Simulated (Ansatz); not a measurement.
Cost and result for the atomization energy of C$_{2}$HFO, SMILES `O=C=CF` (5 atoms, 4 bonds).

Total charge 0; spin multiplicity 1. The geometry is a stationary point of PBE0-D4/def2-TZVP. Program: Ansatz. All runs use 2 threads of an Arm Neoverse V2 on a shared host. Times are those of one run each, without the atoms' runs, and a repeat can differ threefold. Electronic energies, without spin–orbit coupling; frozen cores. CCSD(T)/CBS adds CCSD(T) − MP2 in def2-TZVPP to the MP2 limit, and its time is that of the two runs behind it. T1 = 0.016. HSE06 is the plane-wave form, built on full-range PBE exchange.

CCSD(T)/CBS is a level of theory with its own doubt, some kJ/mol a heavy atom from the limit and from the frozen cores, so smaller differences don't rank the functionals.

| level | functions | wall time |
| --- | --- | --- |
| LDA (SPW92)/def2-TZVPP | 138 | 0.5 s |
| revPBE-D4/def2-TZVPP | 138 | 0.75 s |
| BLYP-D4/def2-TZVPP | 138 | 0.75 s |
| CCSD(T)/def2-SVP | 61 | 0.8 s |
| PBE-D4/def2-TZVPP (with forces) | 138 | 0.95 s |
| PBE0-D4/def2-TZVPP | 138 | 0.95 s |
| HSE06-D4/def2-TZVPP | 138 | 1.1 s |
| BHLYP-D4/def2-TZVPP | 138 | 1.1 s |
| B2PLYP/def2-TZVPP | 138 | 1.6 s |
| B97M-V/def2-TZVPP | 138 | 3.4 s |
| MP2/def2-QZVPP | 258 | 4.6 s |
| CCSD(T)/def2-TZVPP | 138 | 12 s |
| CCSD(T)/CBS(def2) | – | 16 s |

(1) What atomization energy does each give, and how far from CCSD(T)/CBS? (Best estimate.)

## Answers

(1) Computed: 
| level | atomization (kJ/mol) | difference from CCSD(T)/CBS | per bond |
| --- | --- | --- | --- |
| LDA (SPW92)/def2-TZVPP | 2663.6 | 485.5 | 121.4 |
| revPBE-D4/def2-TZVPP | 2241.5 | 63.4 | 15.9 |
| BLYP-D4/def2-TZVPP | 2243.1 | 65.0 | 16.2 |
| CCSD(T)/def2-SVP | 2072.0 | -106.1 | -26.5 |
| PBE-D4/def2-TZVPP (with forces) | 2330.8 | 152.7 | 38.2 |
| PBE0-D4/def2-TZVPP | 2215.9 | 37.8 | 9.4 |
| HSE06-D4/def2-TZVPP | 2219.2 | 41.1 | 10.3 |
| BHLYP-D4/def2-TZVPP | 2045.1 | -133.0 | -33.2 |
| B2PLYP/def2-TZVPP | 2177.1 | -1.0 | -0.3 |
| B97M-V/def2-TZVPP | 2199.3 | 21.2 | 5.3 |
| MP2/def2-QZVPP | 2256.6 | 78.5 | 19.6 |
| CCSD(T)/def2-TZVPP | 2111.9 | -66.2 | -16.6 |
| CCSD(T)/CBS(def2) | 2178.1 | 0.0 | 0.0 |

The D4 term adds +9.3 kJ/mol with B3LYP and +4.8 kJ/mol with PBE0; it sums over pairs of atoms, weighted by their polarisabilities, and B3LYP, whose exchange is more repulsive, gets the larger term. At CCSD(T), def2-SVP lies −106.2 kJ/mol from the extrapolated value and def2-TZVPP −66.3 kJ/mol: correlation converges slowly with the basis, and small sets miss more of it in the bonded molecule than in its fragments. From BLYP to BHLYP (50 % exact exchange), in def2-TZVPP and without D4, the atomization energy moves by −190.9 kJ/mol: exact exchange takes away binding that semilocal exchange gives to molecules.

B3LYP here is the variant with VWN-RPA as its local correlation; programs differ in this.
